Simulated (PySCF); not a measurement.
Compound: C5H6N (doublet state).
Geometry (GFN2-xTB, Å), atoms numbered from 1 in this order:
```xyz
12
C5H6N angstrom
C      2.4486    0.2429    0.0578
C      1.2559   -0.2410    0.1724
C     -0.0578   -0.2612   -0.4592
C     -1.1718   -0.0003    0.5760
C     -2.4685   -0.0523   -0.0457
N     -3.4879   -0.1001   -0.5606
H      2.7634    0.9034   -0.7548
H      3.2316    0.0161    0.7668
H     -0.2201   -1.2395   -0.9231
H     -0.1243    0.5005   -1.2522
H     -1.1306   -0.7548    1.3665
H     -1.0375    0.9855    1.0301
```

The hyperfine couplings belong to this conformer and change with its torsions.

Identity: `N#CCC[C]=C` [radical].

The calculation used UKS B3LYP, pcH-1 on C H N, non-relativistic, mean-field spin-orbit, GIAO (PySCF). The structure is a single GFN2-xTB conformer in the gas phase; no vibrational or solvent corrections. Couplings are sensitive to structure, and on GFN2-xTB geometries they can be far from those on DFT ones. No stability test was run, so a lower SCF solution isn't excluded.

Task: Give the principal g shifts and their parts.

Result: 
```tsv
Δg (ppm)	1	2	3
relativistic mass correction	-145	-145	-145
gauge correction	27	9	20
orbital Zeeman/spin–orbit	-640	-42	633
total	-757	-177	508
```

So g = 2.00156, 2.00214, 2.00283 and g_iso = 2.00218; the tensor is rhombic: the two nearest values differ by 46 % of g3 − g1. Axes: g2 points within 13° of the C1–H7 bond.

Task: What are the electron Larmor frequencies g μB B/h along the three axes at 1200 mT?

Result: 33.6172, 33.6270, 33.6385 GHz for g1, g2 and g3, a range of 21.2 MHz.

Task: What effective moment and Curie constant follow for a powder?

Result: With the mean of g² = 4.0087 and S(S+1) = 0.75: μ_eff = √(⟨g²⟩S(S+1)) = 1.734 μB and χT = 0.12505·⟨g²⟩·S(S+1) = 0.376 cm³ K/mol (cgs; spin-Hamiltonian part alone).

Task: In a frozen sample, at which fields do the three g values resonate at 9.5, 34, 94 and 263 GHz (hyperfine left aside), and which band first spreads them over more than twice a line width of 0.5 mT?

Result: 
```json
{"band": "X", "GHz": "9.5", "B(g3) mT": "338.90", "B(g2) mT": "339.01", "B(g1) mT": "339.11", "spread mT": "0.21"}
{"band": "Q", "GHz": "34.0", "B(g3) mT": "1212.90", "B(g2) mT": "1213.31", "B(g1) mT": "1213.66", "spread mT": "0.77"}
{"band": "W", "GHz": "94.0", "B(g3) mT": "3353.30", "B(g2) mT": "3354.45", "B(g1) mT": "3355.42", "spread mT": "2.12"}
{"band": "J", "GHz": "263.0", "B(g3) mT": "9382.12", "B(g2) mT": "9385.32", "B(g1) mT": "9388.04", "spread mT": "5.93"}
```

The spread grows in proportion to the frequency. W band is the first where it exceeds 1.0 mT.

The largest Mulliken spin populations are on C2 (+0.98), C1 (-0.16), H7 (+0.09) and H10 (+0.07). No atom but C2 exceeds +0.15. The positive populations add up to 1.21 and the negative ones to -0.21, together 2S = 1.

The HOMO–LUMO gaps are 6.21 eV among the α and 5.35 eV among the β orbitals.

Time: 31 s (grids of density and orbitals included); peak memory 0.80 GiB. Hardware: one thread of an Arm Neoverse V2, on a shared host.
